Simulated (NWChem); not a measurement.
# Correlation energy of nitric oxide (NO)

```
N
O 1 1.1424
```
Charge 0, spin multiplicity 2.

Program: NWChem. The geometry was optimised at UPBE0/def2-SVP, a minimum by its harmonic frequencies.

Basis set: cc-pVTZ. Each correlation energy counts from its own Hartree-Fock reference.

The correlated methods keep 2 core orbitals frozen. The unpaired electrons of the parent sit in orbitals of symmetry b2 (C2v labels of the run); other states weren't searched. The stability of the SCF solutions was not checked. Open-shell Hartree-Fock references start from PBE0 orbitals. Coupled-cluster values serve here as a point of comparison, not as the truth.

Q: For the correlation energy, URI-MP2 gives -395.7 mHa and UMP2 gives -395.7 mHa. What do SCS-UMP2, CCSD on UHF, CCSD[T] on UHF give?

A: SCS-UMP2: -384.8 mHa; CCSD on UHF: -400.6 mHa; CCSD[T] on UHF: -420.4 mHa.
